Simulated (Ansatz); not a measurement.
Species: C$_{3}$H$_{3}$, charge 0, doublet. C3H3 (SMILES [C]1=CC1, doublet).
B3LYP-D3(BJ)/def2-TZVP minimum from Ansatz (an electronic-structure program):
```
C
H 1 1.0867
H 1 1.0867 2 115.09
C 1 1.4848 2 120.37 3 157.15
C 4 1.2720 1 70.95 2 102.03
H 5 1.0711 4 160.90 1 -180.00
```
Charge 0, spin multiplicity 2.

Total energies in hartree (Ansatz). UHF or UKS for unpaired electrons; spin-orbit terms are left out. Cores are frozen in correlated methods. No relativity. Where a partner has so few electrons that a lower coupled-cluster level is exact, that level stands in. The UHF reference of C3H3 ([C]1=CC1, doublet) is spin-contaminated (<S^2> up to 0.14 over the pure value in the sets run).

| species | HF/aug-cc-pVTZ | CCSD(T)/aug-cc-pVTZ | HF/aug-cc-pVQZ | CCSD(T)/aug-cc-pVQZ | CCSD(T)/aug-cc-pVDZ | CCSDT(Q)/aug-cc-pVDZ |
|---|---|---|---|---|---|---|
| 1: C3H3 (SMILES C1C[C]=1, doublet) | -115.21645 | -115.72250 | -115.22312 | -115.75021 | -115.62009 | -115.62261 |
| 2: C (triplet) | -37.69181 | -37.78183 | -37.69335 | -37.78687 | -37.76487 | -37.76529 |
| 3: H (doublet) | -0.49982 | -0.49982 | -0.49995 | -0.49995 | -0.49933 | -0.49933 |

Q: Work out the atomisation energy (electronic, to ground-state atoms) in kJ/mol: take Hartree-Fock from aug-cc-pVQZ, extrapolate the CCSD(T) correlation energy as X^-3 (X = 3, 4), and add CCSDT(Q) - CCSD(T) in aug-cc-pVDZ. 1 hartree = 2625.5 kJ/mol.

A: 
Species 1: correlation (64·(-0.52709) - 27·(-0.50605))/37 = -0.54244; step -0.00252; E1 = -115.22312 + (-0.54244) + (-0.00252) = -115.76808
Species 2: correlation (64·(-0.09352) - 27·(-0.09002))/37 = -0.09607; step -0.00042; E2 = -37.69335 + (-0.09607) + (-0.00042) = -37.78984
Species 3: correlation (64·(0.00000) - 27·(0.00000))/37 = 0.00000; step +0.00000; E3 = -0.49995 + (0.00000) + (+0.00000) = -0.49995
-1·E1 +3·E2 +3·E3 = 0.89871 hartree = 2359.6 kJ/mol.
